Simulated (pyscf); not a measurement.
HN=SiH₂ (SMILES N=[SiH2]) + SiH₄ (SMILES [SiH4]) → H₂Si=N–SiH₃ (SMILES [SiH2]=N[SiH3]) + H₂ (SMILES [H][H]), a four-centre exchange (singlet surface; H–N, H–Si broken, N–Si, H–H formed). PySCF, gas phase, ωB97X-D3(BJ)/def2-SVP geometries. Energies in eV from the separated reactants.

Small-basis levels: PySCF, no dispersion term, spherical d functions. AM1 to PM7: differences of heats of formation from MOPAC, which are fitted to 298 K values and so differ in kind from electronic energies by zero-point and thermal terms. GFN2-xTB: tblite. Cost: rough CPU time at the saddle relative to B3LYP/6-31G*, from one job on a shared machine.

```json
[
 {"level": "HF/STO-3G", "barrier": "3.35", "reaction energy": "-0.14", "cost": "0.04"},
 {"level": "HF/3-21G", "barrier": "1.89", "reaction energy": "-0.71", "cost": "0.07"},
 {"level": "SVWN5/6-31G*", "barrier": "0.92", "reaction energy": "-0.52", "cost": "1"},
 {"level": "BP86/6-31G*", "barrier": "1.52", "reaction energy": "-0.47", "cost": "2"},
 {"level": "PBE/6-31G*", "barrier": "1.44", "reaction energy": "-0.46", "cost": "2"},
 {"level": "B3LYP/STO-3G", "barrier": "…", "reaction energy": "-0.31", "cost": "0.7"},
 {"level": "M06-2X/6-31G*", "barrier": "1.59", "reaction energy": "-0.66", "cost": "2"},
 {"level": "B3LYP/6-311+G**", "barrier": "1.77", "reaction energy": "-0.39", "cost": "2"},
 {"level": "B3LYP/def2-SVP", "barrier": "1.63", "reaction energy": "-0.42", "cost": "1"},
 {"level": "GFN2-xTB", "barrier": "1.57", "reaction energy": "-0.03", "cost": "under 0.02"},
 {"level": "PM3", "barrier": "…", "reaction energy": "-1.68", "cost": "under 0.02"},
 {"level": "PM7", "barrier": "1.56", "reaction energy": "-2.92", "cost": "under 0.02"},
 {"level": "ωB97M-D3(BJ)/def2-TZVP", "barrier": "…", "reaction energy": "-0.58", "cost": "–"}
]
```

Problem. Fill in the missing entries.

Solution. 
- B3LYP/STO-3G, barrier: 2.09
- PM3, barrier: 1.60
- ωB97M-D3(BJ)/def2-TZVP, barrier: 1.55

Against the last row the barrier runs from -0.63 (SVWN5/6-31G*) to +1.80 eV (HF/STO-3G). ωB97M-D3(BJ)/def2-TZVP has limits of its own. HN=SiH₂ lies 0.79 eV over its isomer H₂N–SiH: [singlet] (electronic energy, ωB97M-D3(BJ)/def2-TZVP). H₂Si=N–SiH₃ lies 0.44 eV over its isomer :HSi–NH–SiH₃ [singlet] (electronic energy, ωB97M-D3(BJ)/def2-TZVP). This is the saddle that the search found; another between the same sides may lie lower.
